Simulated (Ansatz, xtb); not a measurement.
System: C2H3O, charge -1, multiplicity 1. It need not be the lowest isomer of its formula. Whether it binds its extra electron was not tested at this geometry. 
Coordinates optimised at B3LYP-D3(BJ)/def2-TZVP (Ansatz, a program for electronic structure):
```
C
H 1 1.1012
O 1 1.4020 2 115.76
H 1 1.1036 2 110.82 3 -132.83
C 1 1.4964 2 119.35 4 -151.74
H 5 1.1195 1 104.60 2 158.13
```
Charge -1, spin multiplicity 1.

Harmonic wavenumbers from GFN2-xTB (xtb, at its own minimum), cm⁻¹: 771, 850, 1004, 1082, 1110, 1175, 1254, 1292, 1508, 2285, 2663, 2783.

**Question.** Give the harmonic wavenumbers at B3LYP-D3(BJ)/def2-TZVP (Ansatz, finite differences of forces, unscaled).

**Answer.** 534, 852, 886, 1051, 1127, 1174, 1194, 1252, 1508, 2702, 2887, 2915 cm⁻¹. Zero-point energy 25.9 kcal/mol.

**Question.** From these and the geometry, give the ideal-gas thermochemistry at 298.15 K and 1 atm (rigid rotor, harmonic oscillator).

**Answer.** Point group C1, rotational symmetry number 1. Rotational constants 26.22, 23.58, 14.31 GHz. S(trans) 37.21, S(rot) 21.12, S(vib) 1.16, S(elec, spin only) 0.00, S 59.5 cal/(mol K). H(298) - H(0) 2.64 kcal/mol; G - E(el) 10.8 kcal/mol.
